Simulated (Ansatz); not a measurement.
Elastic constant C11 (GPa) of solids drawn from the class of halides, at two levels: PBE (Ansatz, a quantum-chemistry and plane-wave program, PAW), and PBE0 (PAW; Ansatz).

```
solid                    PBE  PBE0  shift (%)
----------------------  ----  ----  ---------
CsCl-type TlBr          35.8  38.1       +6.4
rock-salt AgBr          52.8  55.3       +4.7
CsCl-type TlCl          40.0  42.5       +6.2
fluorite SrCl2          66.7  70.8       +6.1
cubic perovskite KZnF3   115   131      +13.9
cubic perovskite KMgF3   121   135      +11.6
```

The shifts run from +4.7 % to +13.9 %, with a median of +6.3 %.

Over all 6 rows PBE0 is the larger in 6.

Ansatz's runs of these crystals have no spin polarisation.

Spin–orbit coupling is left out, also for the solids with elements from indium on (CsCl-type TlBr, CsCl-type TlCl); its size isn't shown.

Each level is taken at its own relaxed cell. Ansatz's density-functional and Hartree–Fock values are scalar-relativistic unless marked +SOC, with PAW data made under PBE.
